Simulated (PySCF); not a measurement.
Can point charges reproduce the dipole moment of `O=S(F)F`?

Coordinates (GFN2-xTB, Å) and charges (e) from the PBE0/pcSseg-1 density (PySCF):

```json
{"atom": "O1", "x": "1.393", "y": "-0.101", "z": "-0.170", "Mulliken": "-0.4154", "IAO": "-0.7109", "Hirshfeld": "-0.2293", "ESP-fitted": "-0.2561"}
{"atom": "S2", "x": "0.160", "y": "-0.010", "z": "0.508", "Mulliken": "+1.1582", "IAO": "+1.6243", "Hirshfeld": "+0.5525", "ESP-fitted": "+0.6157"}
{"atom": "F3", "x": "-0.684", "y": "1.255", "z": "-0.181", "Mulliken": "-0.3715", "IAO": "-0.4567", "Hirshfeld": "-0.1617", "ESP-fitted": "-0.1804"}
{"atom": "F4", "x": "-0.859", "y": "-1.139", "z": "-0.180", "Mulliken": "-0.3713", "IAO": "-0.4566", "Hirshfeld": "-0.1615", "ESP-fitted": "-0.1791"}
```

Task: Form Σ q r in debye for every column and set it beside the full dipole.

Result: The full density gives (0.10, -0.01, 1.98) D, 1.98 D in size; dipole vectors point from the negative to the positive end.

```json
{"scheme": "Mulliken", "μx": "0.86", "μy": "-0.06", "μz": "3.81", "size (D)": "3.91", "share of the full size (%)": "197", "angle to the full dipole (°)": "10"}
{"scheme": "IAO", "μx": "-0.12", "μy": "0.01", "μz": "5.34", "size (D)": "5.34", "share of the full size (%)": "270", "angle to the full dipole (°)": "4"}
{"scheme": "Hirshfeld", "μx": "0.09", "μy": "-0.01", "μz": "1.82", "size (D)": "1.82", "share of the full size (%)": "92", "angle to the full dipole (°)": "0"}
{"scheme": "ESP-fitted", "μx": "0.09", "μy": "-0.01", "μz": "2.02", "size (D)": "2.03", "share of the full size (%)": "102", "angle to the full dipole (°)": "0"}
```

Task: Which set comes closest?

Result: Length of the difference vector: ESP-fitted 0.05 D, Hirshfeld 0.16 D, Mulliken 1.99 D, IAO 3.37 D. Closest: ESP-fitted. The schemes that divide the density aren't constrained to reproduce the dipole.

Task: What is left for the Hirshfeld atoms' own dipoles?

Result: The Hirshfeld atoms' densities add up to the full density, so μ = Σ q r + Σ (atomic dipoles). The atomic dipoles sum to (0.10, -0.01, 1.98) − (0.09, -0.01, 1.82) = (0.01, 0.00, 0.16) D, 0.16 D in size.

Task: With the origin at the mean of the coordinates, (0.003, 0.001, -0.006) Å, which are the largest single terms, by size, of the Mulliken dipole along the direction of the full one?

Result: S2 +2.90, F3 +0.39, F4 +0.38, O1 +0.18 D; all 4 atoms together +3.85 D. The single terms depend on the origin, their sum doesn't.

Task: Give the size of the full dipole in other units.

Result: 1.98 D = 0.779 au = 0.412 e·Å = 6.60 × 10⁻³⁰ C·m.

Isolated species at its GFN2-xTB geometry, gas phase.
